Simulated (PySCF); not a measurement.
## A PySCF run on SN⁺

State: ¹Σ⁺ (singlet), closed shell.

An equivalent input (the run itself took its basis sets from the Basis Set Exchange, started from a PBE0 density and held the occupation σ 7α 7β, πx 2α 2β, πy 2α 2β):

```python
from pyscf import gto, dft
mol = gto.M(atom='S 0 0 0; N 0 0 1.432', basis={'S': 'aug-cc-pV(D+d)Z', 'N': 'aug-cc-pVDZ'},
            charge=1, spin=0, verbose=4, symmetry='C2v')
mf = dft.UKS(mol, xc='PBE')
mf.grids.atom_grid = (80, 434)
mf.grids.prune = dft.gen_grid.treutler_prune
mf.irrep_nelec = {'A1': (7, 7), 'B1': (2, 2), 'B2': (2, 2)}
mf.conv_tol = 1e-9
mf.max_cycle = 60
mf.diis_space = 10
mf.kernel()
```

The log (some set-up lines and the per-cycle HOMO/LUMO lines removed):

```
******** <class 'pyscf.dft.uks_symm.SymAdaptedUKS'> ********
method = SymAdaptedUKS
damping factor = 0
level_shift factor = 0
DIIS = <class 'pyscf.scf.diis.CDIIS'>
diis_start_cycle = 1
diis_space = 10
diis_damp = 0
SCF conv_tol = 1e-09
SCF conv_tol_grad = None
SCF max_cycles = 60
number electrons alpha = 11  beta = 11
Set gradient conv threshold to 3.16228e-05
init E= -452.323605133403
cycle= 1 E= -452.324760092866  delta_E= -0.00115  |g|= 0.0171  |ddm|= 0.207
cycle= 2 E= -452.323068076319  delta_E= 0.00169  |g|= 0.0618  |ddm|= 0.0916
cycle= 3 E= -452.324778447574  delta_E= -0.00171  |g|= 0.0138  |ddm|= 0.0881
cycle= 4 E= -452.32487716097  delta_E= -9.87e-05  |g|= 0.00133  |ddm|= 0.0168
cycle= 5 E= -452.32487806172  delta_E= -9.01e-07  |g|= 0.000111  |ddm|= 0.00197
cycle= 6 E= -452.324878067711  delta_E= -5.99e-09  |g|= 1.23e-05  |ddm|= 0.000271
cycle= 7 E= -452.324878067789  delta_E= -7.73e-11  |g|= 3.3e-07  |ddm|= 1.52e-05
Extra cycle  E= -452.32487806779  delta_E= -1.36e-12  |g|= 4.51e-07  |ddm|= 1.28e-06
converged SCF energy = -452.32487806779  <S^2> = -7.1054274e-15  2S+1 = 1
```

Repeating this along the bond gives Re = 1.454 Å and ωe = 1425 cm⁻¹.

A point of this curve took 0.65 CPU seconds beside 0.096 for the integrals, on Arm Neoverse V1 (shared host).
